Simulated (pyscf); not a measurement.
**Atom transfer: F–C(F)(F)–C(F)(F)–F + H• → HF + F–C•(F)–C(F)(F)–F**

Gas phase, doublet surface, charge 0. Bonds broken: F1–C2. Bonds formed: F1–H9. Optimised with ωB97X-D3(BJ)/def2-SVP in PySCF.

Transition state (Å):

```xyz
9

F     -0.2537     1.7690     0.4319
C      0.0882     0.1879    -0.0164
F      1.3956     0.0920    -0.0559
F     -0.4482     0.0204    -1.2013
C     -0.5436    -0.6951     1.0544
F     -0.3224    -1.9849     0.7734
F     -1.8549    -0.4901     1.0971
F     -0.0116    -0.4241     2.2406
H     -0.4800     2.9576     0.7147
```

One imaginary mode, 2007i cm⁻¹; descent along it reached the two sides named.

| bond | change | reactant side (Å) | saddle | product side |
|---|---|---|---|---|
| F1–C2 | breaks | 1.329 | 1.679 | 3.0 |
| F1–H9 | forms | 3.3 | 1.243 | 0.924 |

Electronic energies relative to the separated reactants (kcal/mol):

| level | barrier | reaction energy | reverse barrier |
|---|---|---|---|
| ωB97X-D3(BJ)/def2-TZVP | 40.9 | -11.3 | 52.2 |
| PBE/def2-TZVP | 25.8 | -12.5 | 38.3 |
| r²SCAN/def2-TZVP | 28.5 | -12.6 | 41.1 |
| B3LYP-D3(BJ)/def2-TZVP | 30.0 | -15.5 | 45.5 |
| PBE0-D3(BJ)/def2-TZVP | 35.0 | -11.4 | 46.4 |
| M06-2X/def2-TZVP | 40.8 | -9.9 | 50.8 |
| ωB97M-D3(BJ)/def2-TZVP | 38.8 | -11.1 | 49.9 |
| HF/def2-TZVP | 61.4 | -10.6 | 72.0 |

With ωB97M-D3(BJ)/def2-TZVP energies and thermal terms (ideal gas, 1 atm, RRHO with modes under 100 cm⁻¹ raised to 100, one conformer, R ln 2 for rigid chiral ones), in kcal/mol:

| T (K) | ΔH‡ | ΔG‡ | ΔH | ΔG |
|---|---|---|---|---|
| 298 | 38.2 | 43.5 | -8.1 | -12.9 |
| 600 | 37.9 | 49.0 | -8.6 | -17.7 |
| 900 | 37.7 | 54.5 | -9.5 | -22.0 |
| 1200 | 37.5 | 60.2 | -10.4 | -26.0 |

One saddle was located; it need not be the lowest between these sides. The angle at the transferred F is 177°.
